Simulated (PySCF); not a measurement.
Gas-phase reaction: H3SiOH + H2O = SiH4 + 2 OH

Computed with PySCF and rigid-rotor harmonic-oscillator thermochemistry at 1 bar. † marks an energy on the PBE0/def2-TZVP geometry and frequencies; other levels use their own. MP2 freezes the core. 6-31G* has spherical d functions here. Open shells (unrestricted): OH (multiplicity 2, electronic degeneracy 4); the rest are closed-shell singlets. Spin-orbit splitting is ignored; it lowers the true energy and changes the entropy of OH. H3SiOH: computed as isolated molecules; such fragments, hydroxides, amides, oligomers or adducts are transient or little studied in the gas. MP2 isn't extrapolated to the basis-set limit; its ΔH°(298 K) is 610.0 kJ in def2-SVP and 665.5 kJ in def2-TZVPP. The harmonic model lacks anharmonicity and excited electronic states, which grow with temperature; levels with a mode under 35 cm⁻¹ are left out. Internal rotation in H3SiOH is treated as a harmonic vibration of one conformer, which makes the entropy rough.

| level | ΔE electronic, kJ | ΔH°(298 K), kJ | ΔS°(298 K), J/K | ΔG°(2000 K), kJ |
|---|---|---|---|---|
| HF/6-31G* | 398 | 370 | 127 | 109 |
| MP2/def2-SVP† | 636 | 610 | 126 | 352 |
| PBE/def2-SVP | 635 | 610 | 127 | 350 |
| PBE0/def2-QZVP† | 631 | 606 | 126 | 347 |
| PBE0/def2-SVP† | 608 | 582 | 126 | 323 |
| LDA/def2-TZVP† | 764 | 738 | 126 | 480 |
ΔH° is lowest at HF/6-31G* and highest at LDA/def2-TZVP†. No reference value is set beside these.
